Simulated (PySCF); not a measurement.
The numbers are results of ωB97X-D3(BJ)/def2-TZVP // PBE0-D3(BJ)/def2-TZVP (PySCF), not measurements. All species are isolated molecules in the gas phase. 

Reference species (SMILES): `C[CH]C` (neutral, multiplicity 2).

```json
{
 "dipole_moment": "0.22 D"
}
```

Changed species: `[CH3]` (radical fragment; the reference has radical fragment).

**Question.** Give the shifts of the dipole moment.

**Answer.** the dipole moment falls by 0.22 D, to 0.00 D.
